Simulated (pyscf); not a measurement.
One four-centre exchange on the singlet surface with elements of a group swapped. ωB97M-D3(BJ)/def2-TZVP, kcal/mol, from the separated reactants. Optimised with ωB97X-D3(BJ)/def2-SVP in PySCF.

| step | barrier | reaction energy | imaginary mode (i cm⁻¹) |
|---|---|---|---|
| `[OH2]` + `[OH][Zn][SeH]` → `[OH][Zn][OH]` + `[SeH2]` | 15.3 | +17.9 | 394 |
| `[OH2]` + `[OH][Zn][SH]` -> `[OH][Zn][OH]` + `[SH2]` | [?] | [?] | 576 |

Task: What belongs in the gaps?

Result: 
- `[OH2]` + `[OH][Zn][SH]` -> `[OH][Zn][OH]` + `[SH2]`, barrier: 11.4
- `[OH2]` + `[OH][Zn][SH]` -> `[OH][Zn][OH]` + `[SH2]`, reaction energy: +14.0

Row 1: On the reactant side the descent ends in an adduct with a O–Zn contact (not fully relaxed), 11.6 kcal/mol under the separated species and 25.8 kcal/mol under the saddle at ωB97X-D3(BJ)/def2-TZVP. On the product side the descent ends in an adduct with a Se–Zn contact, 11.0 kcal/mol under the separated species and 4.5 kcal/mol under the saddle at ωB97X-D3(BJ)/def2-TZVP. Row 2: On the reactant side the descent ends in an adduct with a O–Zn contact (not fully relaxed), 15.4 kcal/mol under the separated species and 25.7 kcal/mol under the saddle at ωB97X-D3(BJ)/def2-TZVP. On the product side the descent ends in an adduct with a S–Zn contact, 10.4 kcal/mol under the separated species and 5.0 kcal/mol under the saddle at ωB97X-D3(BJ)/def2-TZVP. Each row is the saddle that its search found. Elements up to Kr have no core potential and no relativistic terms here.
